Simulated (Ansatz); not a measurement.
# AlNH₂+ (doublet): the correlation ladder, 6-31G

The task here is to estimate one member of a computed series from the others.

Computed with Ansatz 0.2.0, Gaussian basis. Level: 6-31G, core rule «outside noble gas», up to 6 orbitals frozen.

Plan: UHF; CCSD(T) on ROHF; CCSD(T) on UHF; BCCD(T) on ROHF; CISD; CCSDT(Q) on ROHF; CCSDT(Q) on UHF; CISDTQ; CCSDTQ on ROHF; CCSDTQ on UHF; Full CI.

16 further runs of the same task are left out: 11 for a known fault of the program, 5 set aside as unsound or not needed.

**What is computed**

The geometry is a PBE0/def2-TZVP stationary point (not a proven minimum) of the parent state, kept for this charge and spin.

4 atoms, charge 1, spin multiplicity 2.

Atoms are counted from 1 here; the program's logs count them from 0.

Bond lengths: Al1–N2 1.771 Å, N2–H3 1.007 Å, N2–H4 1.007 Å. Angles: Al1–N2–H3 124.1°, Al1–N2–H4 124.1°, H3–N2–H4 111.7°.

Set-up of the first run:

in.yaml

```yaml
crystal:
  periodic: [false, false, false]
  atoms:
    - {symbol: Al, position_ang: [0.000000, 0.000000, 0.686473]}
    - {symbol: N, position_ang: [0.000000, 0.000000, -1.084932]}
    - {symbol: H, position_ang: [0.000000, 0.833405, -1.649784]}
    - {symbol: H, position_ang: [0.000000, -0.833405, -1.649784]}
basis:
  gaussian: {orbitals: 6-31G}
total_charge: 1
magnetization: {spin_polarized: true, initial_magnetization: 1}
hamiltonian: {xc: hf}
output: {orbitals: {seedname: orbitals}}
```

Command:

```console
$ ansatz run in.yaml --threads 1 --pin off --events-out ev --progress --plain --max-ram 4096MiB --backend cpu
```

Steps of the session up to this table: UHF; CCSD(T) on ROHF; CCSD(T) on UHF; BCCD(T) on ROHF; CISD; CCSDT(Q) on ROHF; CCSDT(Q) on UHF; CISDTQ; CCSDTQ on ROHF; CCSDTQ on UHF; Full CI.

One table of the session follows, with a row left open; its other results are not shown here.

| method | from FCI (kcal/mol) |
| --- | --- |
| ROHF | +91.87 |
| UHF | +91.19 |
| RMP2 | ? |
| UMP2 | +9.91 |
| CISD | +7.56 |
| RCCSD | +2.84 |
| UCCSD | +2.81 |
| RCCSD(T) | +0.57 |
| UCCSD(T) | +0.56 |
| BCCD(T) | +0.63 |
| RCCSDT | +0.27 |
| UCCSDT | +0.26 |
| CISDTQ | +0.32 |
| RCCSDT(Q) | -0.01 |
| UCCSDT(Q) | -0.08 |
| RCCSDTQ | 0.00 |
| UCCSDTQ | -0.01 |
| FCI | 0 |

Q: Estimate the row for RMP2 from the others.

**Answer.** from FCI (kcal/mol): +10.21. In the column «from FCI (kcal/mol)» it lies between UMP2 (+9.91) and UHF (+91.19).

Some runs used a GPU and others CPU threads alone; cost is compared among the CPU runs only.

Among the levels timed on like hardware, those that no quicker one beats, quickest first: CISD (0.61 s, +7.56 kcal/mol); RCCSD(T) (0.76 s, +0.57 kcal/mol); UCCSD(T) (1.1 s, +0.56 kcal/mol); UCCSDT(Q) (3.8 s, -0.08 kcal/mol); RCCSDT(Q) (3.9 s, -0.01 kcal/mol).

To keep in mind: The yardstick is full CI for this spin, exact in this basis with these frozen cores. UCCSDT(Q) falls below full CI: unrestricted runs freeze a spin-polarised core, another one than full CI's, and coupled cluster isn't variational. Levels on UHF freeze UHF's core orbitals, full CI those of ROHF, so the U rows can settle a little off it for that reason alone. Restricted and unrestricted rows rest on different reference determinants; where their highest levels disagree by more than a few hundredths of an eV, they describe different states and don't form one ladder.
